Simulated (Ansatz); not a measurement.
# SiNH6 (doublet): from Hartree-Fock to the top rungs at distance N1–H4 along a hydrogen transfer = 1.705 Å, cc-pVDZ

Aim: climb from Hartree-Fock through coupled cluster and multireference methods for SiNH6 (doublet) at one geometry and basis, and see what each rung misses.

Computed with Ansatz 0.2.0, Gaussian basis. Level: cc-pVDZ, core rule «outside noble gas», up to 6 orbitals frozen.

The runs, in order: UHF; CCSD(T) on ROHF; CCSD(T) on UHF; BCCD(T) on ROHF; CISD; CCSDT(Q) on ROHF; CCSDT(Q) on UHF; CASSCF and MRCISD+Q, 3 electrons in 3 orbitals; CASSCF and NEVPT2, 3 electrons in 3 orbitals.

1 further run of the same task is left out (it didn't finish).

### 1 The system

The geometry derives from fragments relaxed apart (PBE0/def2-TZVP) and kept rigid, so it is no stationary point. A hydrogen atom is moved between rigid fragments.

8 atoms, charge 0, spin multiplicity 2.

Atoms are counted from 1 here; the program's logs count them from 0.

Bond lengths: N1–H2 1.012 Å, N1–H3 1.012 Å, H4–Si5 1.440 Å, Si5–H6 1.486 Å, Si5–H7 1.486 Å, Si5–H8 1.486 Å. Angles: H2–N1–H3 107.1°, H4–Si5–H6 107.6°, H4–Si5–H7 107.6°, H4–Si5–H8 107.6°, H6–Si5–H7 111.3°, H6–Si5–H8 111.3°, H7–Si5–H8 111.3°.

### 2 UHF

The input, in.yaml:

```yaml
crystal:
  periodic: [false, false, false]
  atoms:
    - {symbol: N, position_ang: [-2.083902, -0.011841, -0.018431]}
    - {symbol: H, position_ang: [-2.381182, 0.955993, -0.018431]}
    - {symbol: H, position_ang: [-2.381181, -0.414140, 0.861829]}
    - {symbol: H, position_ang: [-0.378902, -0.011841, -0.018431]}
    - {symbol: Si, position_ang: [1.061098, -0.011841, -0.018431]}
    - {symbol: H, position_ang: [1.511070, -1.428094, -0.018431]}
    - {symbol: H, position_ang: [1.511072, 0.696285, -1.244942]}
    - {symbol: H, position_ang: [1.511073, 0.696286, 1.208081]}
basis:
  gaussian: {orbitals: cc-pVDZ}
magnetization: {spin_polarized: true, initial_magnetization: 1}
hamiltonian: {xc: hf}
output: {orbitals: {seedname: orbitals}}
```

Command:

```console
$ ansatz run in.yaml --threads 1 --pin off --events-out ev --progress --plain --max-ram 4096MiB --backend cpu
```

Further steps of the session: CCSD(T) on ROHF; CCSD(T) on UHF; BCCD(T) on ROHF; CISD; CCSDT(Q) on ROHF; CCSDT(Q) on UHF; CASSCF and MRCISD+Q, 3 electrons in 3 orbitals; CASSCF and NEVPT2, 3 electrons in 3 orbitals.

**Question.** What will the summary of the whole plan be? Wanted: UCCSDT(Q) below the RHF energy; RMP2 from UCCSDT(Q); UMP2 from UCCSDT(Q); RCCSD from UCCSDT(Q); RCCSD(T) from UCCSDT(Q); UCCSD(T) from UCCSDT(Q); RCCSDT(Q) from UCCSDT(Q); NEVPT2 pair from UCCSDT(Q); MRCISD+Q pair from UCCSDT(Q).

**Answer**, as computed:

| quantity | value |
| --- | --- |
| UCCSDT(Q) below the RHF energy | -8.9855 eV |
| RMP2 from UCCSDT(Q) | +35.64 kcal/mol |
| UMP2 from UCCSDT(Q) | +35.76 kcal/mol |
| RCCSD from UCCSDT(Q) | +4.74 kcal/mol |
| RCCSD(T) from UCCSDT(Q) | +0.86 kcal/mol |
| UCCSD(T) from UCCSDT(Q) | +0.86 kcal/mol |
| RCCSDT(Q) from UCCSDT(Q) | +0.02 kcal/mol |
| NEVPT2 pair from UCCSDT(Q) | +35.31 kcal/mol |
| MRCISD+Q pair from UCCSDT(Q) | +2.35 kcal/mol |
| levels within 1 kcal/mol (43 meV) | RCCSD(T), UCCSD(T), BCCD(T), RCCSDT, UCCSDT, RCCSDT(Q) |
| T1 diagnostic | 0.017 |

**Reading.** RCCSD(T) misses by +0.86 kcal/mol, 0.4 % of the correlation energy. Of the multireference levels listed MRCISD+Q pair comes nearest in total energy (+2.35 kcal/mol), which doesn't show that its space is the better one. These misses are within one basis, not against nature; the frozen cores of restricted and unrestricted runs differ, which can shift their rows.
